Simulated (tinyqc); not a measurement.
Inside a calculation. Method: harmonic frequencies on the UHF/sto-3g surface (energies and gradients from PySCF), for CH2, spin multiplicity 3. One step of it, computed by the program tinyqc.

Problem. Normal modes. Diagonalise H_ij / sqrt(m_i m_j); the 6 smallest eigenvalues belong to translations and rotations; wavenumber = sqrt(eigenvalue / 1822.888) x 219474.63; each mode has its largest component positive (the first on a tie); zero-point energy = sum of wavenumbers / 2, with 349.755 1/cm per kcal/mol.

Hessian (symmetrised) (hartree/bohr^2), lower triangle:
```
,1Cx,1Cy,1Cz,2Hx,2Hy,2Hz,3Hx,3Hy,3Hz
1Cx,0.00425729
1Cy,0.00713648,0.77855054
1Cz,-0.03446004,-0.00604090,0.28207771
2Hx,-0.00170188,0.02065306,0.01538862,0.00141139
2Hy,0.01544812,-0.39428357,-0.15320644,-0.01795479,0.40062376
2Hz,0.01503788,-0.19587467,-0.13646766,-0.01281812,0.17418238,0.11681004
3Hx,-0.00255534,-0.02778954,0.01907145,0.00029045,0.00250667,-0.00221978,0.00226486
3Hy,-0.02258459,-0.38426702,0.15924734,-0.00269828,-0.00634017,0.02169238,0.02528288,0.39060721
3Hz,0.01942216,0.20191556,-0.14561016,-0.00257051,-0.02097593,0.01965767,-0.01685166,-0.18093972,0.12595254
```

masses (u): 1C 12.000000, 2H 1.007825, 3H 1.007825

Give: eigenvalues of the mass-weighted Hessian; harmonic wavenumbers of the vibrations; mass-weighted modes; zero-point energy.

Solution.

eigenvalues of the mass-weighted Hessian (hartree/(bohr^2 u)): 0.0000  0.0000  0.0000  0.0000  0.0000  0.0000  0.0772  0.4875  0.5536

harmonic wavenumbers of the vibrations (1/cm): 1428.4  3589.3  3824.8

mass-weighted modes:
```
,mode 1,mode 2,mode 3
1Cx,0.0406,0.0213,-0.0033
1Cy,-0.0047,-0.0024,-0.3423
1Cz,-0.3333,-0.1749,0.0044
2Hx,-0.0733,-0.0306,-0.0310
2Hy,-0.3205,0.6301,0.5950
2Hz,0.5792,0.2937,0.2943
3Hx,-0.0669,-0.0429,0.0426
3Hy,0.3367,-0.6219,0.5862
3Hz,0.5708,0.3099,-0.3094
```

zero-point energy = 12.6410 kcal/mol
